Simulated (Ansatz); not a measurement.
Ba₅Na₄F₁₄: short dynamics, then relaxation

A packing of 23 atoms, thrown in at random and pushed apart as soft spheres with like charges further apart (5 Ba, 14 F, 4 Na) went through Langevin stages in a fixed cell of 18.63 Å³/atom, at one k point, without spin and with a Fermi–Dirac width of kT (0.05 eV at least). Level of theory: DFT PBE, scalar-relativistic, plane waves, PAW in Ansatz 0.2.0.

```json
{"thermostat (K)": "1900", "duration (fs)": "48", "friction (1/fs)": "0.030", "cutoff (eV)": "320", "mean T (K)": "3178", "mean P (GPa)": "7.9", "mean square displacement (Å²)": "0.46"}
{"thermostat (K)": "1900", "duration (fs)": "382", "friction (1/fs)": "0.030", "cutoff (eV)": "420", "mean T (K)": "1915", "mean P (GPa)": "7.5", "mean square displacement (Å²)": "1.36"}
{"thermostat (K)": "1370", "duration (fs)": "370", "friction (1/fs)": "0.030", "cutoff (eV)": "420", "mean T (K)": "1326", "mean P (GPa)": "3.9", "mean square displacement (Å²)": "0.85"}
{"thermostat (K)": "760", "duration (fs)": "418", "friction (1/fs)": "0.030", "cutoff (eV)": "420", "mean T (K)": "763", "mean P (GPa)": "2.2", "mean square displacement (Å²)": "0.56"}
{"thermostat (K)": "300", "duration (fs)": "500", "friction (1/fs)": "0.030", "cutoff (eV)": "420", "mean T (K)": "325", "mean P (GPa)": "0.3", "mean square displacement (Å²)": "0.29"}
```

Means run over the second half of a stage; pressure includes the kinetic part; displacements count from the stage's start, the atoms' common shift taken off. In so short a run the atoms moved about a bond length or less in the hot stages, so this is an annealed packing, not a quenched equilibrium liquid.

Cell and atoms were then relaxed on coarser meshes and computed once more: Plane waves to 420 eV, a k mesh through Γ of 3×3×3 on the computed 23-atom cell and Gaussian smearing (0.02 eV); no spin polarisation.

Task: What structure is left?

Result: One draw of many: 18.19 Å³/atom with a gap on the mesh of 5.76 eV, 3.38 eV/atom below the elements' standard states (static lattices, no corrections for gases) (a random packing after short dynamics, relaxed).

Counting as bonded all pairs within 1.2 times the summed covalent radii, but none from a metal cation to another cation:

| atom → neighbour | mean count | mean length (Å) | spread (Å) |
| --- | --- | --- | --- |
| Ba → F | 7.40 | 2.70 | 0.13 |
| F → Ba | 2.64 | 2.70 | 0.13 |
| F → Na | 1.36 | 2.35 | 0.08 |
| Na → F | 4.75 | 2.35 | 0.08 |

Angles between all pairs of such bonds at an atom (mean ± spread): 100 ± 31° at Ba, 108 ± 22° at F, 106 ± 28° at Na.

```
CELL_PARAMETERS angstrom
7.73648 0.34537 -0.04410
0.36486 7.28489 0.15790
-0.05437 0.16313 7.44215
ATOMIC_POSITIONS crystal
Ba 0.60238 0.28493 0.53276
Ba 0.83387 0.35933 0.03406
Ba 0.27694 0.91282 0.33729
Ba 0.04401 0.82969 0.84333
Ba 0.78851 0.79936 0.32885
F 0.35380 0.84999 0.99044
F 0.08085 0.62284 0.24535
F 0.82006 0.53921 0.59357
F 0.75032 0.73593 0.97255
F 0.51898 0.37292 0.86990
F 0.28255 0.67379 0.60674
F 0.80646 0.12585 0.79825
F 0.54982 0.93379 0.58216
F 0.00857 0.03820 0.12949
F 0.99895 0.96712 0.51809
F 0.58575 0.52927 0.26432
F 0.10714 0.45750 0.88750
F 0.61933 0.11108 0.21322
F 0.29067 0.26327 0.39902
Na 0.51938 0.68258 0.78154
Na 0.56682 0.03024 0.92726
Na 0.32366 0.44401 0.11734
Na 0.11426 0.44403 0.56965
```

Spin-orbit coupling is left out, which matters for the bands of heavy elements. An odd mesh misses points on the zone edge, so a gap read on it can be too wide.

Cost: 6 runs of about 39 core-minutes in all (earlier runs that led there not counted), on Intel Xeon Platinum 8259CL (Skylake/Cascade Lake) (shared hosts).